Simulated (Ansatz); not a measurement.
A made-up structure of CH$_{5}$BN (charge -1), closed shell:

B1  (-0.736, 0.950, -0.709)
N2  (0.025, 0.201, 0.413)
C3  (0.767, -1.200, 0.511)
H4  (-0.862, 0.401, -1.942)
H5  (-1.277, 2.166, -0.429)
H6  (0.062, 0.757, 1.397)
H7  (1.274, -1.486, 1.298)
H8  (0.748, -1.790, -0.540)
(Å)

It is relaxed with PBE-D4/def2-SVPD and then PBE0-D4/def2-TZVPD (Ansatz 0.2.0). Atoms count as bonded within 1.22 times the sum of their covalent radii (H–H: 0.88 Å). The end point is not checked to be a true minimum.

(1) Does its bonding change? (A judgement: the text doesn't fix the answer.)

## Answers

(1) By the calculation: No: no bond forms or breaks.

Where it ends: The first stage lowers the energy by 1.90 eV in 7 steps. It ends as CH₅BN ([BH2][NH][CH2]), total charge -1:
B1  (-0.626, 0.866, -0.643)
N2  (-0.035, 0.149, 0.387)
C3  (0.463, -1.189, 0.528)
H4  (-0.696, 0.398, -1.758)
H5  (-1.098, 1.957, -0.396)
H6  (-0.051, 0.618, 1.282)
H7  (1.422, -1.175, 1.067)
H8  (0.622, -1.623, -0.468)
(Å)

Labels in which every atom is bracketed show which atoms are joined, not bond orders.

For scale, one of the runs: PBE0-D4/def2-TZVPD relaxation, 156 basis functions, launched by `ansatz run in.yaml --threads 2 --pin off --events-out ev --progress --plain --max-ram 4352MiB`. The run took about 17 s on 2 CPU threads of an Arm Neoverse V2 (shared host).
